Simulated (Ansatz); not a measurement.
Geometry optimisation, Ansatz 0.2.0, RKS LDA/def2-SVP.

input.yaml

```yaml
crystal:
  periodic: [false, false, false]
  atoms:
    - { symbol: Si, position_ang: [0.0, 0.0, 0.0] }
    - { symbol: Cl, position_ang: [0.0, 0.0, 2.48] }
    - { symbol: H, position_ang: [1.3768, 0.0, -0.4862] }
    - { symbol: H, position_ang: [-0.6877, 1.1914, -0.4862] }
    - { symbol: H, position_ang: [-0.6877, -1.1914, -0.4862] }
    - { symbol: O, position_ang: [-1.879, 0.0, 0.6243] }
    - { symbol: H, position_ang: [-2.4241, -0.6297, 0.053] }
    - { symbol: H, position_ang: [-1.3553, 0.0, 1.769] }
basis:
  gaussian: { orbitals: def2-SVP }
hamiltonian:
  xc: lda
relax:
  f_tol: 0.15
  max_steps: 25
  restrain:
    - { distance: [0, 5], at: 1.68, k: 30.0 }
    - { distance: [7, 1], at: 1.37, k: 30.0 }
    - { distance: [0, 1], at: 3.33, k: 30.0 }
    - { distance: [7, 5], at: 2.21, k: 30.0 }
```

Launched with:

```bash
$ ansatz run input.yaml --threads 1 --pin off --max-ram 2048MiB --backend cpu --events-out ev --progress --plain --runs-dir out
```

**Question.** Where does it end, and by what steps?

**Answer.** The forces met the threshold. The restraints hold the end off the free minimum; the threshold counts their pulls, which the force column leaves out. Restrained pairs: Si1–O6 (1.98 → 1.68 Å), Cl2–H8 (1.53 → 1.34 Å), Si1–Cl2 (2.48 → 3.33 Å), O6–H8 (1.26 → 2.20 Å). After 19 steps the energy has fallen by 2.104 eV (the restraints' own energy left out); H5 moved furthest, 1.52 Å.

| step | energy less start (eV) | largest force component (eV/Å) | accepted |
| --- | --- | --- | --- |
| 0 | 0.0000 | 2.281 | yes |
| 1 | 0.5387 | 2.696 | yes |
| 2 | 0.7005 | 2.562 | yes |
| 3 | -0.0759 | 1.401 | yes |
| 4 | -0.8172 | 1.292 | yes |
| 5 | -1.3390 | 1.112 | yes |
| 6 | -1.7152 | 0.965 | yes |
| 7 | -1.9053 | 0.912 | yes |
| 8 | -1.9395 | 0.874 | yes |
| 9 | -1.9198 | 1.568 | no |
| 10 | -1.9552 | 0.932 | yes |
| 11 | -1.9672 | 1.061 | yes |
| 12 | -1.9958 | 1.107 | yes |
| 13 | -2.0294 | 1.175 | yes |
| 14 | -2.0865 | 0.863 | yes |
| 15 | -2.0971 | 0.752 | yes |
| 16 | -2.0958 | 0.786 | yes |
| 17 | -2.0906 | 0.851 | no |
| 18 | -2.1032 | 0.798 | yes |
| 19 | -2.1036 | 0.794 | yes |

```xyz
8
Properties=species:S:1:pos:R:3
Si -0.438 -0.120 -0.413
Cl 0.096 0.779 2.752
H 0.691 -0.946 0.140
H -0.135 1.345 -0.334
H -0.630 -0.528 -1.855
O -1.879 -0.345 0.423
H -2.230 -1.253 0.419
H -1.133 0.438 2.336
```

Time of the run: 31 s on 1 thread of Arm Neoverse V1, on a shared host, peak memory 0.14 GiB.
